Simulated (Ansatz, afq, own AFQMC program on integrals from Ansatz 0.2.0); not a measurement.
## Where AFQMC and coupled cluster stand for PH3, singlet

```xyz
4

P     0.3489   -0.3293   -0.3357
H     0.6337   -0.0339    1.0326
H    -1.0111   -0.6661   -0.0570
H     0.0285    1.0293   -0.6399
```

Basis def2-TZVP. Noble-gas cores (and the filled d shells of Ga–Kr and In–Xe) are frozen. Integrals, coupled cluster, full CI and functionals: Ansatz 0.2.0; the random walks run on the same integrals in our own AFQMC program. ph-AFQMC/CISD is guided by a CISD state made of CCSD amplitudes; releasing the constraint for a short imaginary time cuts its bias at the price of noise, slowly where states lie close. Uncertainties: one standard error, sampling alone.

Determinant: RHF, the one that the program's search chose, which needn't be the lowest solution. The geometry is a PBE0/def2-SVP stationary point of this or a neighbouring charge and spin state.

No full CI on the walks' own integrals is used here; CCSDT(Q) serves as the reference and is uncertain by about the last step of the cluster series.

- T1 diagnostic: 0.0134
- weight of the determinant in the CISD state: 0.902
- size of the correlated space: 8 electrons in 50 orbitals

Reference: CCSDT(Q), correlation energy -5.351 eV. The released energy is read at 2.40 1/Eh (meV from the phaseless value at times in 1/Eh: -1 ± 3 at 0.24, -2.8 ± 1.9 at 0.51, -3.5 ± 2.1 at 0.99, -4.1 ± 2.0 at 1.62, -5 ± 3 at 2.40).

```json
{"level": "HF", "E − E(reference) (meV)": "5351.1", "share of correlation (%)": "0.00"}
{"level": "MP2", "E − E(reference) (meV)": "1018.3", "share of correlation (%)": "80.97"}
{"level": "CCSD", "E − E(reference) (meV)": "197.7", "share of correlation (%)": "96.31"}
{"level": "CCSD(T)", "E − E(reference) (meV)": "29.7", "share of correlation (%)": "99.45"}
{"level": "CCSDT", "E − E(reference) (meV)": "6.4", "share of correlation (%)": "99.88"}
{"level": "ph-AFQMC/CISD", "E − E(reference) (meV)": "4.5 ± 2.7", "share of correlation (%)": "99.92"}
{"level": "released AFQMC", "E − E(reference) (meV)": "-0.6 ± 2.9", "share of correlation (%)": "100.01"}
```

Released energies are given only where the last usable release times agree within the noise; a slower fall can still hide under it.
